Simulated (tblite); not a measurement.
# CH5Cl2O: the cost of one run

Programs: tblite 0.8.0 and PySCF 2.14.0. All values are calculated, for the isolated system unless a continuum is named. Atoms count from 0, parts from 1.

### 1 The system as given

9 atoms, charge 1, multiplicity 1; geometry: rigid parts in contact. Parts: 1 = atoms 0–3, `[OH3+]`, charge 1; 2 = atoms 4–8, `ClCCl`, charge 0.

### 2 Search for minima with GFN2-xTB

The job: settings as JSON, then the geometry in Å.

```
{"job": {"kind": "dock", "xc": "GFN2-xTB", "basis": "xTB"}, "charge": 1, "multiplicity": 1, "parts": [{"atoms": "0-3", "charge": 1, "multiplicity": 1}, {"atoms": "4-8", "charge": 0, "multiplicity": 1}]}
O      0.004222    -0.001476     0.212751
H     -0.460463     0.822496    -0.056762
H     -0.484091    -0.808406    -0.066572
H      0.940332    -0.012614    -0.089417
Cl    -4.283221     0.349186    -0.607830
C     -3.648244     1.953320    -1.009983
Cl    -1.901797     1.896868    -1.301519
H     -4.137404     2.297841    -1.919494
H     -3.835069     2.617693    -0.167871
```

Method: GFN2-xTB search for minima from random contacts, gas phase.

The run is started by

```
> OMP_NUM_THREADS=1 python cluster_run.py task.json out
```

One launch serves the whole session: the jobs run in the order shown.

Q: Estimate the wall time of this first job on 1 thread of Arm Neoverse V1, shared host.

About 9.1 s.
